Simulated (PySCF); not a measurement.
## Relaxation of singlet CCl₄

All numbers come from PySCF, PBE0, basis C def2-TZVP, Cl def2-TZVP (no relativity, density fitting). A (50,194) grid was used.

A start displaced from a saddle point along its imaginary mode, of D2d symmetry, held to at least that symmetry:

```xyz
5
charge 0 multiplicity 1, angstrom
C     0.0000    0.0000    0.0000
Cl    1.8873    0.0000    0.1200
Cl    0.0000    1.8873   -0.1200
Cl   -1.8873    0.0000    0.1200
Cl    0.0000   -1.8873   -0.1200
```

**Question.** What forces act on the atoms at the start (eV/Å)?

**Answer.** 
| atom | Fx | Fy | Fz |
| --- | --- | --- | --- |
| C1 | 0.00 | 0.00 | 0.00 |
| Cl2 | -0.24 | 0.00 | 0.70 |
| Cl3 | 0.00 | -0.24 | -0.70 |
| Cl4 | 0.24 | 0.00 | 0.70 |
| Cl5 | 0.00 | 0.24 | -0.70 |

**Question.** What does it relax to?

**Answer.** It ends at Td with C–Cl 1.763 Å (×4); Cl–C–Cl 109.5° (×6). A frequency run shows a minimum.

**Question.** How much energy is released, and in how many steps?

**Answer.** 484.1 kJ/mol in 8 steps.

The relaxation took 17 s on 4 threads of a shared AMD EPYC 9R45 (Zen 5) host, with 179 basis functions and 10 gradients; the process peaked at 2 GiB. Launch command: `OMP_NUM_THREADS=4 python axn.py task.json out`.
